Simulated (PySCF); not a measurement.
# BS⁻ from Hartree–Fock to correlated methods

State: ¹Σ⁺ (singlet), closed shell. Set-up: basis B aug-cc-pVDZ, S aug-cc-pV(D+d)Z; no relativity; PySCF 2.14. De refers to B + S⁻ in their high-spin ground configurations, without counterpoise correction. A positive dipole points towards S; it is taken about the centre of mass and depends on that origin.

```json
{"Level": "RHF", "Re (Å)": "1.696", "ωe (cm⁻¹)": "1028", "De (eV)": "n/a", "μ (D)": "3.32", "CPU s a point (SCF and correlation, without the integrals)": "0.073"}
{"Level": "RHF-MP2", "Re (Å)": "1.704", "ωe (cm⁻¹)": "1002", "De (eV)": "n/a", "μ (D)": "n/a", "CPU s a point (SCF and correlation, without the integrals)": "0.11"}
{"Level": "RHF-SCS-MP2", "Re (Å)": "1.705", "ωe (cm⁻¹)": "998", "De (eV)": "n/a", "μ (D)": "n/a", "CPU s a point (SCF and correlation, without the integrals)": "n/a"}
{"Level": "RHF-CCSD", "Re (Å)": "1.710", "ωe (cm⁻¹)": "988", "De (eV)": "n/a", "μ (D)": "n/a", "CPU s a point (SCF and correlation, without the integrals)": "n/a"}
{"Level": "RHF-CCSD(T)", "Re (Å)": "1.716", "ωe (cm⁻¹)": "971", "De (eV)": "n/a", "μ (D)": "n/a", "CPU s a point (SCF and correlation, without the integrals)": "1.1"}
{"Level": "PBE", "Re (Å)": "1.708", "ωe (cm⁻¹)": "964", "De (eV)": "6.22", "μ (D)": "3.80", "CPU s a point (SCF and correlation, without the integrals)": "0.62"}
{"Level": "r²SCAN", "Re (Å)": "1.702", "ωe (cm⁻¹)": "988", "De (eV)": "6.07", "μ (D)": "3.85", "CPU s a point (SCF and correlation, without the integrals)": "0.89"}
{"Level": "M06-L", "Re (Å)": "1.702", "ωe (cm⁻¹)": "994", "De (eV)": "6.14", "μ (D)": "3.72", "CPU s a point (SCF and correlation, without the integrals)": "0.89"}
{"Level": "TPSSh", "Re (Å)": "1.705", "ωe (cm⁻¹)": "980", "De (eV)": "5.86", "μ (D)": "3.70", "CPU s a point (SCF and correlation, without the integrals)": "0.96"}
{"Level": "B3LYP", "Re (Å)": "1.699", "ωe (cm⁻¹)": "986", "De (eV)": "5.81", "μ (D)": "3.67", "CPU s a point (SCF and correlation, without the integrals)": "0.7"}
{"Level": "PBE0", "Re (Å)": "1.697", "ωe (cm⁻¹)": "1002", "De (eV)": "6.03", "μ (D)": "3.72", "CPU s a point (SCF and correlation, without the integrals)": "1.1"}
```

What does a quarter of exact exchange do here, going from PBE to PBE0?

PBE0 less PBE: -1.1 pm in Re, +3.9 % in ωe, -0.19 eV in De. Exact exchange removes part of the self-interaction that spreads semilocal densities, and in most molecules shortens and stiffens the bond and lowers De; so it does here.

What does the step from GGA to meta-GGA do here, going from PBE to r²SCAN?

r²SCAN less PBE: -0.6 pm in Re, +2.5 % in ωe, -0.15 eV in De. 

What does second-order correlation do here, going from RHF to RHF-MP2?

RHF-MP2 less RHF: +0.8 pm in Re, -2.5 % in ωe. Correlation nearly always deepens the well. The bond lengthens, as in strong covalent bonds, where excitations into antibonding orbitals dominate.

Correlated steps freeze 6 core orbitals. For an ion De counts to the pair picked by the measured ionisation energies or electron affinities, which need not be the lowest pair at this level. The highest Kohn–Sham level is positive in this anion. Much of that is self-interaction error, but it also means that the finite basis helps to hold the extra electron. The CCSD T1 diagnostic is raised, a sign that a single reference may not be enough here.

The whole job (state search and all levels along the bond) took about 1.5 min on 1 thread of Arm Neoverse V2 (shared host), peak memory 0.63 GiB.
